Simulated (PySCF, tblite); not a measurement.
# propargyl chloride (C₃H₃Cl): isotopologues and vibrational averages

Aim: rotational constants, zero-point energies and shieldings of isotopologues of propargyl chloride (C₃H₃Cl) (`C#CCCl`).

Programs: PySCF 2.14.0 with density-fitted response routines of our own, and tblite 0.8.0. All values are computed, except where a source is named. Atoms count from 0 throughout.

## 1. The starting structure

7 atoms, charge 0, multiplicity 1; geometry from: force field or distance geometry start.

Bonds of the start (Å): C0–C1 1.27, C0–H4 1.04, C1–C2 1.40, C2–Cl3 1.79, C2–H5 1.11, C2–H6 1.16.

## 2. GFN2-xTB relaxation, lowest of a short conformer search

The job: settings as JSON, then the geometry in Å.

```
{"job": {"xc": "GFN2-xTB", "basis": "xTB", "kind": "relax"}, "charge": 0, "multiplicity": 1}
C      1.736400    -0.373200    -0.029600
C      0.500500    -0.067300    -0.010100
C     -0.856900     0.253800     0.113800
Cl    -1.858000    -0.693100    -1.028800
H      2.741400    -0.627900    -0.033900
H     -1.243300     0.183900     1.149200
H     -1.006800     1.343400    -0.268900
```

Started as:

```bash
$ OMP_NUM_THREADS=1 python ens_run.py task.json out
```

This one command runs the whole study; its stages follow in the order run.

Standard output:

```text
step      E/eV     max force
  0    -337.57457    8.014
  1    -336.20931   26.911
  2    -337.92146    2.809
  3    -337.96271    1.065
  4    -337.98106    0.552
  5    -337.98561    0.490
  6    -337.99034    0.149
  7    -337.99146    0.111
  8    -337.99274    0.108
  9    -337.99314    0.070
 10    -337.99356    0.061
 11    -337.99386    0.065
 12    -337.99418    0.072
 13    -337.99450    0.058
 14    -337.99485    0.066
 15    -337.99519    0.079
 16    -337.99555    0.072
 17    -337.99591    0.073
 18    -337.99617    0.053
 19    -337.99627    0.026
 20    -337.99629    0.010
 21    -337.99630    0.011
 22    -337.99631    0.010
 23    -337.99631    0.008
 24    -337.99631    0.003
```

Run time: 0.16 s. Hardware: 1 thread of Arm Neoverse N1, shared host.

The energy fell by 0.422 eV, and the atoms moved 0.06 Å (root mean square).

## 3. Tight optimisation and Hessian

The job: settings as JSON, then the geometry in Å.

```
{"job": {"xc": "PBE0", "basis": "pcSseg-1", "grid": 2, "temperatures": [400, 500], "kind": "geom"}, "charge": 0, "multiplicity": 1}
C      1.689262    -0.376032    -0.027153
C      0.541548    -0.043726     0.046842
C     -0.850925     0.314675     0.096807
Cl    -1.806150    -0.740589    -1.013188
H      2.701042    -0.648215    -0.075867
H     -1.257727     0.170686     1.098761
H     -1.003715     1.342819    -0.234513
```

Standard output:

```text
step   0  E = -15671.4203233 eV  max force = 0.72471
step   1  E = -15671.4365916 eV  max force = 0.24732
step   2  E = -15671.4386742 eV  max force = 0.22441
step   3  E = -15671.4391554 eV  max force = 0.01687
step   4  E = -15671.4391954 eV  max force = 0.00850
step   5  E = -15671.4391973 eV  max force = 0.00067
step   6  E = -15671.4391973 eV  max force = 0.00067
step   7  E = -15671.4391974 eV  max force = 0.00019
harmonic wavenumbers (cm-1): 180.0 330.0 468.8 708.6 737.1 746.1 917.0 989.8 1196.5 1288.1 1459.8 2250.0 3096.8 3154.3 3485.7
```

Run time: 4.1 min. Hardware: 1 thread of Arm Neoverse N1, shared host; peak memory 0.53 GiB.

## 4. Displacements along the modes, parent

The job: settings as JSON, then the geometry in Å.

```
{"job": {"xc": "PBE0", "basis": "pcSseg-1", "grid": 2, "temperatures": [400, 500], "kind": "vib", "mass_numbers": [12, 12, 12, 35, 1, 1, 1]}, "charge": 0, "multiplicity": 1}
C      1.707032    -0.364817    -0.014661
C      0.542730    -0.073152     0.020653
C     -0.852575     0.294022     0.078236
Cl    -1.882639    -0.713347    -1.003588
H      2.740592    -0.627251    -0.048943
H     -1.246513     0.171261     1.090496
H     -0.995294     1.332901    -0.230503
```

Standard output:

```text
mode    cm-1    km/mol   phi_rrr   E(+)/cm-1  E(-)/cm-1
  1    179.99     2.57       3.1      33.54      33.32
  2    330.02    14.19       1.6      61.14      60.79
  3    468.83     5.70      16.9      85.18      83.96
  4    708.61    44.91      -0.3     134.74     134.92
  5    737.05     4.95      71.5     136.48     131.33
  6    746.06    87.73     -67.2     134.03     138.84
  7    917.03     0.07      -0.6     166.02     166.42
  8    989.81    20.39     227.3     186.61     170.26
  9   1196.50     0.44      -0.2     216.06     216.01
 10   1288.10    38.74     -30.9     231.60     233.84
 11   1459.76     5.06     -88.5     259.71     266.12
 12   2250.03     2.26     465.4     422.37     388.88
 13   3096.76     4.66   -1345.4     511.77     608.47
 14   3154.28     0.02       4.4     570.98     570.62
 15   3485.66    76.48    1861.8     699.30     565.65
```

Run time: 3.9 min. Hardware: 1 thread of Arm Neoverse N1, shared host; peak memory 0.54 GiB.

## 5. Displacements along the modes, 13C at atom 0

The job: settings as JSON, then the geometry in Å.

```
{"job": {"xc": "PBE0", "basis": "pcSseg-1", "grid": 2, "temperatures": [400, 500], "kind": "vib", "mass_numbers": [13, 12, 12, 35, 1, 1, 1]}, "charge": 0, "multiplicity": 1}
C      1.707032    -0.364817    -0.014661
C      0.542730    -0.073152     0.020653
C     -0.852575     0.294022     0.078236
Cl    -1.882639    -0.713347    -1.003588
H      2.740592    -0.627251    -0.048943
H     -1.246513     0.171261     1.090496
H     -0.995294     1.332901    -0.230503
```

Standard output:

```text
mode    cm-1    km/mol   phi_rrr   E(+)/cm-1  E(-)/cm-1
  1    177.51     2.50      -3.5      32.80      33.05
  2    328.31    13.90       1.5      60.81      60.45
  3    467.44     5.54      15.8      84.88      83.74
  4    703.25    44.96       0.3     134.07     133.89
  5    732.87     5.62      30.1     136.08     133.89
  6    744.24    86.81    -122.6     130.35     139.16
  7    917.01     0.06      -0.6     166.01     166.41
  8    980.64    20.82     221.7     184.74     168.80
  9   1196.48     0.45       0.2     216.00     216.06
 10   1287.88    38.50      31.0     233.81     231.55
 11   1459.72     5.08      88.5     266.12     259.71
 12   2223.85     2.19    -450.0     384.71     417.08
 13   3096.76     4.66   -1345.4     511.77     608.47
 14   3154.28     0.02       4.4     570.98     570.62
 15   3467.51    75.60    1871.7     696.42     562.05
```

Run time: 3.8 min. Hardware: 1 thread of Arm Neoverse N1, shared host; peak memory 0.54 GiB.

## 6. Displacements along the modes, 2H at atom 4

The job: settings as JSON, then the geometry in Å.

```
{"job": {"xc": "PBE0", "basis": "pcSseg-1", "grid": 2, "temperatures": [400, 500], "kind": "vib", "mass_numbers": [12, 12, 12, 35, 2, 1, 1]}, "charge": 0, "multiplicity": 1}
C      1.707032    -0.364817    -0.014661
C      0.542730    -0.073152     0.020653
C     -0.852575     0.294022     0.078236
Cl    -1.882639    -0.713347    -1.003588
H      2.740592    -0.627251    -0.048943
H     -1.246513     0.171261     1.090496
H     -0.995294     1.332901    -0.230503
```

Standard output:

```text
mode    cm-1    km/mol   phi_rrr   E(+)/cm-1  E(-)/cm-1
  1    170.79     2.62      -3.3      31.50      31.74
  2    314.61    16.42       1.0      58.20      57.89
  3    452.28     7.86     -16.3      81.05      82.23
  4    557.55    18.85       0.5     102.89     102.72
  5    591.38    17.89     -13.6     107.54     108.55
  6    740.79    51.05    -187.8     126.90     140.40
  7    916.37     0.36      -0.6     165.91     166.30
  8    977.42    19.91     217.4     184.00     168.37
  9   1196.33     0.31      -0.2     216.03     215.98
 10   1287.68    37.50      31.0     233.77     231.52
 11   1459.67     5.11     -88.5     259.70     266.11
 12   2085.52    13.07    -373.5     362.41     389.28
 13   2732.75    34.70    -594.7     472.12     514.86
 14   3096.78     4.72   -1345.3     511.78     608.47
 15   3154.28     0.02       4.4     570.98     570.62
```

Run time: 3.8 min. Hardware: 1 thread of Arm Neoverse N1, shared host; peak memory 0.54 GiB.

## 7. Displacements along the modes, 13C at atom 0, 37Cl at atom 3

The job: settings as JSON, then the geometry in Å.

```
{"job": {"xc": "PBE0", "basis": "pcSseg-1", "grid": 2, "temperatures": [400, 500], "kind": "vib", "mass_numbers": [13, 12, 12, 37, 1, 1, 1]}, "charge": 0, "multiplicity": 1}
C      1.707032    -0.364817    -0.014661
C      0.542730    -0.073152     0.020653
C     -0.852575     0.294022     0.078236
Cl    -1.882639    -0.713347    -1.003588
H      2.740592    -0.627251    -0.048943
H     -1.246513     0.171261     1.090496
H     -0.995294     1.332901    -0.230503
```

Standard output:

```text
mode    cm-1    km/mol   phi_rrr   E(+)/cm-1  E(-)/cm-1
  1    176.24     2.46       3.6      32.82      32.56
  2    328.29    13.92       1.5      60.80      60.45
  3    464.51     5.43      16.1      84.37      83.21
  4    703.25    44.96       0.3     134.07     133.89
  5    731.58     3.75      54.2     135.43     131.52
  6    741.67    88.18     -84.4     132.06     138.12
  7    916.73     0.07      -0.6     165.97     166.37
  8    980.49    20.58    -222.0     168.76     184.73
  9   1196.35     0.45       0.2     215.98     216.03
 10   1287.71    38.69      31.5     233.79     231.51
 11   1459.70     5.07      88.5     266.11     259.70
 12   2223.84     2.20    -450.0     384.71     417.08
 13   3096.76     4.66   -1345.4     511.77     608.47
 14   3154.28     0.02       4.4     570.98     570.62
 15   3467.51    75.60    1871.7     696.42     562.05
```

Run time: 3.7 min. Hardware: 1 thread of Arm Neoverse N1, shared host; peak memory 0.54 GiB.

## 8. Displacements along the modes, 13C at atom 2

The job: settings as JSON, then the geometry in Å.

```
{"job": {"xc": "PBE0", "basis": "pcSseg-1", "grid": 2, "temperatures": [400, 500], "kind": "vib", "mass_numbers": [12, 12, 13, 35, 1, 1, 1]}, "charge": 0, "multiplicity": 1}
C      1.707032    -0.364817    -0.014661
C      0.542730    -0.073152     0.020653
C     -0.852575     0.294022     0.078236
Cl    -1.882639    -0.713347    -1.003588
H      2.740592    -0.627251    -0.048943
H     -1.246513     0.171261     1.090496
H     -0.995294     1.332901    -0.230503
```

Standard output:

```text
mode    cm-1    km/mol   phi_rrr   E(+)/cm-1  E(-)/cm-1
  1    179.06     2.53       2.7      33.35      33.16
  2    329.89    14.11       1.6      61.11      60.76
  3    468.53     5.70     -17.5      83.88      85.14
  4    708.60    44.87       0.3     134.92     134.74
  5    721.33    37.03     171.4     136.28     123.96
  6    742.49    54.33       2.0     139.90     139.71
  7    906.60     0.12      -0.6     164.17     164.58
  8    970.34    20.39    -229.2     166.69     183.18
  9   1196.13     0.43      -0.2     216.00     215.94
 10   1279.26    33.85     -24.6     230.24     232.02
 11   1454.87     5.43     -88.9     258.81     265.25
 12   2248.80     2.07     468.6     422.26     388.55
 13   3090.53     4.45   -1341.2     510.79     607.19
 14   3142.11     0.03       4.8     568.79     568.39
 15   3485.65    76.52    1861.9     699.30     565.65
```

Run time: 3.8 min. Hardware: 1 thread of Arm Neoverse N1, shared host; peak memory 0.54 GiB.

## 9. Displacements along the modes, 37Cl at atom 3

The job: settings as JSON, then the geometry in Å.

```
{"job": {"xc": "PBE0", "basis": "pcSseg-1", "grid": 2, "temperatures": [400, 500], "kind": "vib", "mass_numbers": [12, 12, 12, 37, 1, 1, 1]}, "charge": 0, "multiplicity": 1}
C      1.707032    -0.364817    -0.014661
C      0.542730    -0.073152     0.020653
C     -0.852575     0.294022     0.078236
Cl    -1.882639    -0.713347    -1.003588
H      2.740592    -0.627251    -0.048943
H     -1.246513     0.171261     1.090496
H     -0.995294     1.332901    -0.230503
```

Standard output:

```text
mode    cm-1    km/mol   phi_rrr   E(+)/cm-1  E(-)/cm-1
  1    178.74     2.53       3.2      33.32      33.09
  2    330.00    14.21       1.6      61.13      60.78
  3    465.91     5.59      17.3      84.67      83.43
  4    708.61    44.91       0.3     134.92     134.74
  5    734.71    11.92     110.9     136.73     128.76
  6    744.55    80.46     -30.7     136.65     138.82
  7    916.75     0.07      -0.6     165.97     166.37
  8    989.68    20.17     227.6     186.59     170.23
  9   1196.36     0.45       0.2     215.98     216.03
 10   1287.94    38.93     -31.3     231.55     233.83
 11   1459.74     5.06     -88.6     259.71     266.12
 12   2250.03     2.27     465.4     422.37     388.88
 13   3096.76     4.66   -1345.4     511.77     608.47
 14   3154.28     0.02       4.4     570.98     570.62
 15   3485.66    76.48    1861.8     699.30     565.65
```

Wall time 3.8 min (1 thread of Arm Neoverse N1, shared host); peak memory 0.54 GiB.

## 10. Displacements along the modes, 2H at atom 4, 2H at atom 5, 2H at atom 6

The job: settings as JSON, then the geometry in Å.

```
{"job": {"xc": "PBE0", "basis": "pcSseg-1", "grid": 2, "temperatures": [400, 500], "kind": "vib", "mass_numbers": [12, 12, 12, 35, 2, 2, 2]}, "charge": 0, "multiplicity": 1}
C      1.707032    -0.364817    -0.014661
C      0.542730    -0.073152     0.020653
C     -0.852575     0.294022     0.078236
Cl    -1.882639    -0.713347    -1.003588
H      2.740592    -0.627251    -0.048943
H     -1.246513     0.171261     1.090496
H     -0.995294     1.332901    -0.230503
```

Standard output:

```text
mode    cm-1    km/mol   phi_rrr   E(+)/cm-1  E(-)/cm-1
  1    168.77     2.53       2.5      31.34      31.16
  2    289.19    11.61      -1.4      53.14      53.39
  3    451.00     8.00      14.9      81.94      80.87
  4    556.01    20.36       0.5     102.75     102.59
  5    590.97    17.97     -14.3     107.46     108.52
  6    705.96    37.68     175.5     133.64     121.02
  7    746.51     0.06      -0.0     134.71     134.93
  8    863.52     3.55      64.2     157.81     153.19
  9    879.92     0.49      -0.4     158.57     158.59
 10   1018.38    41.77     -81.8     180.58     186.48
 11   1125.91    22.20    -115.2     198.69     206.98
 12   2083.88    12.95    -372.8     362.13     388.95
 13   2252.31     4.13    -816.9     377.41     436.15
 14   2342.88     0.07      -1.4     423.28     423.43
 15   2732.73    34.73     595.0     514.87     472.11
```

Wall time 3.8 min (1 thread of Arm Neoverse N1, shared host); peak memory 0.54 GiB.

## 11. Vibrational averages by isotopologue

The job: settings as JSON, then the geometry in Å.

```
{"job": {"xc": "PBE0", "basis": "pcSseg-1", "grid": 2, "temperatures": [400, 500], "kind": "iso"}, "charge": 0, "multiplicity": 1}
C      1.707032    -0.364817    -0.014661
C      0.542730    -0.073152     0.020653
C     -0.852575     0.294022     0.078236
Cl    -1.882639    -0.713347    -1.003588
H      2.740592    -0.627251    -0.048943
H     -1.246513     0.171261     1.090496
H     -0.995294     1.332901    -0.230503
```

Standard output:

```text
parent
  Be/MHz 24843.025 3044.563 2759.303
  B0/MHz 24774.744 3036.018 2748.403
  ZPE/cm-1 10504.2
  <sigma>(0 K)/ppm 99.082 99.976 146.066 790.629 28.434 26.777 26.778
13C at atom 0
  Be/MHz 24638.508 2946.096 2675.783
  B0/MHz 24570.974 2937.865 2665.308
  ZPE/cm-1 10468.9
  <sigma>(0 K)/ppm 99.104 100.008 146.072 790.659 28.437 26.777 26.778
2H at atom 4
  Be/MHz 23903.22 2857.081 2593.723
  B0/MHz 23848.23 2849.55 2584.015
  ZPE/cm-1 9867.1
  <sigma>(0 K)/ppm 99.427 100.523 146.074 790.748 28.581 26.779 26.780
13C at atom 0, 37Cl at atom 3
  Be/MHz 24483.725 2881.976 2621.02
  B0/MHz 24417.462 2873.891 2610.789
  ZPE/cm-1 10464.5
  <sigma>(0 K)/ppm 99.108 100.008 146.079 790.751 28.437 26.778 26.779
13C at atom 2
  Be/MHz 23993.459 3044.52 2748.459
  B0/MHz 23930.501 3036.204 2737.747
  ZPE/cm-1 10462.1
  <sigma>(0 K)/ppm 99.092 99.988 146.095 790.901 28.434 26.780 26.781
37Cl at atom 3
  Be/MHz 24689.87 2978.993 2703.51
  B0/MHz 24623.163 2970.573 2692.844
  ZPE/cm-1 10499.9
  <sigma>(0 K)/ppm 99.085 99.978 146.073 790.718 28.434 26.778 26.779
2H at atom 4, 2H at atom 5, 2H at atom 6
  Be/MHz 18648.162 2831.19 2536.468
  B0/MHz 18588.944 2823.717 2527.034
  ZPE/cm-1 8404.0
  <sigma>(0 K)/ppm 99.459 100.574 146.573 793.876 28.592 26.940 26.941
```

It took 31 min on 1 thread of Arm Neoverse N1, shared host; peak memory 0.54 GiB. This counts the whole study up to here.

Rotational constants (MHz) at equilibrium and in the ground state:

```tsv
isotopologue	Be	B0	zero-point change (cm⁻¹)
parent	24843.0, 3044.6, 2759.3	24774.7, 3036.0, 2748.4	0.0
13C at atom 0	24638.5, 2946.1, 2675.8	24571.0, 2937.9, 2665.3	-35.4
2H at atom 4	23903.2, 2857.1, 2593.7	23848.2, 2849.6, 2584.0	-637.1
13C at atom 0, 37Cl at atom 3	24483.7, 2882.0, 2621.0	24417.5, 2873.9, 2610.8	-39.8
13C at atom 2	23993.5, 3044.5, 2748.5	23930.5, 3036.2, 2737.7	-42.2
37Cl at atom 3	24689.9, 2979.0, 2703.5	24623.2, 2970.6, 2692.8	-4.4
2H at atom 4, 2H at atom 5, 2H at atom 6	18648.2, 2831.2, 2536.5	18588.9, 2823.7, 2527.0	-2100.3
```

Shieldings of the first species (ppm): at equilibrium, the vibrational parts at 0 K, and the averages:

```tsv
atom	equilibrium	anharmonic	harmonic	0 K	400 K	500 K
C0	102.37	-0.06	-3.24	99.08	98.05	97.57
C1	103.56	-0.15	-3.43	99.98	99.18	98.68
C2	149.30	-1.67	-1.57	146.07	145.50	145.24
Cl3	814.04	-8.00	-15.41	790.63	784.22	781.20
H4	29.08	0.18	-0.83	28.43	28.38	28.34
H5	27.41	-0.18	-0.45	26.78	26.76	26.74
H6	27.41	-0.18	-0.45	26.78	26.76	26.74
```

Isotope effects on the shieldings at 0 K (ppb; positive means more shielded):

```tsv
atom	13C at atom 0	2H at atom 4	13C at atom 0, 37Cl at atom 3	13C at atom 2	37Cl at atom 3	2H at atom 4, 2H at atom 5, 2H at atom 6
C0	22	345	26	11	3	378
C1	32	547	32	12	2	598
C2	5	8	13	29	7	507
Cl3	30	119	122	272	89	3247
H4	2	146	3	0	0	157
H5	0	1	0	2	0	162
H6	0	1	0	2	0	162
```

## 12. Outcome

```
                   quantity                        value
                point group                           Cs
    B0 of the first species  24774.7, 3036.0, 2748.4 MHz
          zero-point energy                   10504 cm⁻¹
zero-point change of σ(Cl3)                   -23.42 ppm
```

What this shows: Zero-point motion changes the shielding of Cl3 most, by -23.42 ppm. The largest secondary isotope effect is 3247 ppb on Cl3, 2 bonds from the change (2H at atom 4, 2H at atom 5, 2H at atom 6). The job flags a low mode; perturbation theory is less sure for low modes.
